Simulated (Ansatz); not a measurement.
## PH⁻, doublet in aug-cc-pVTZ: errors against UCCSDT(Q)

Geometry: a PBE0/def2-TZVPD stationary point for this spin.

| atom | x (Å) | y (Å) | z (Å) |
| --- | --- | --- | --- |
| P | 0.0000 | 0.0000 | 0.0000 |
| H | 0.0000 | 0.0000 | 1.4426 |

Basis aug-cc-pVTZ; Ansatz 0.2.0. Only valence electrons are correlated (noble-gas cores frozen), which leaves 7 electrons in 68 orbitals. R marks a restricted (for open shells ROHF) determinant, U an unrestricted one. Active spaces: valence = (7e, 5o) chosen from the atoms' valence shells.

Full CI isn't at hand for all of this; UCCSDT(Q) serves as the reference, and is uncertain by the last step of the cluster series or more. The frozen core follows each run's orbitals, which can shift R against U totals by a few meV.

The UHF ⟨S²⟩ is 0.771 and the T1 diagnostic (RCCSD) is 0.0197. The largest doubles amplitude (RCCSD) is 0.045 and the T1 diagnostic (UCCSD) is 0.0162.

```csv
level,E − E(UCCSDT(Q)) (kJ/mol),share of correlation (%),wall time
RHF,480.1,0.00,–
UHF,467.0,2.73,–
RMP2,81.2,83.08,–
UMP2,84.1,82.48,–
RCCSD,25.0,94.79,–
UCCSD,24.5,94.89,–
RCCSD(T),3.8,99.22,6.5 s
UCCSD(T),3.8,99.20,16 s
BCCD(T),3.7,99.22,7 s
RCCSDT,1.1,99.76,–
UCCSDT,1.1,99.78,–
RCCSDT(Q),0.1,99.98,2.2 min
CASSCF (valence space),436.0,9.20,–
NEVPT2 (valence space),114.3,76.20,2.3 s
MRCISD (valence space),42.4,91.17,–
MRCISD+Q (valence space),6.5,98.65,3.4 s
```

The correlation energy at UCCSDT(Q), counted from RHF, is -4.976 eV. That run took 2.3 min on 1 thread of Arm Neoverse N1, shared host.

Times hold each run's SCF and search for its determinant on a shared host, so for small cases they say little of a method's own cost; they ran on 1 thread of Arm Neoverse N1.

Natural occupations of CASSCF (valence space) about the gap: 2.000 1.997 1.975 1.000 0.028; effectively unpaired electrons, Σ n²(2−n)², 1.01.
